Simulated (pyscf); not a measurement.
Optimised with ωB97X-D3(BJ)/def2-SVP in PySCF. MP2 and CC: frozen core, UHF for open shells. ΔMP2 is the change of the MP2 total energy from the triple- to the quadruple-zeta basis.

**Question.** PBE/def2-TZVP puts the barrier of HO–Ga [singlet] + H₂C=CH₂ → H₃C–CH₂–Ga=O (addition across a multiple bond or ene-type step; singlet surface; H–O broken, C–Ga, C–H formed) at 228.5 kJ/mol and the reaction energy at +25.6 kJ/mol, from the separated reactants. What do r²SCAN/def2-TZVP, PBE0-D3(BJ)/def2-TZVP, CCSD(T)/def2-TZVPP + ΔMP2(QZVPP) give on the same structures?

**Answer.** r²SCAN: ΔE‡ = 238.0 kJ/mol, ΔE = +23.9 kJ/mol; PBE0-D3(BJ): ΔE‡ = 258.5 kJ/mol, ΔE = +33.5 kJ/mol; CCSD(T): ΔE‡ = 281.6 kJ/mol, ΔE = +41.6 kJ/mol. PBE's barrier lies under all of them, by 9.5 to 53.0 kJ/mol. Its reaction energy lies among theirs. Low barriers are usual for a GGA, whose delocalisation error favours stretched bonds. One saddle was located; it need not be the lowest between these sides. The CCSD(T) − MP2 part came from Ansatz, without density fitting, on the same reference. The frozen core leaves the outer d or s,p core shells of the metals and heavy elements correlated in the MP2 and CC values, and def2-TZVPP describes them poorly, which can shift differences by a few kcal/mol. Elements up to Kr have no core potential and no relativistic terms here.
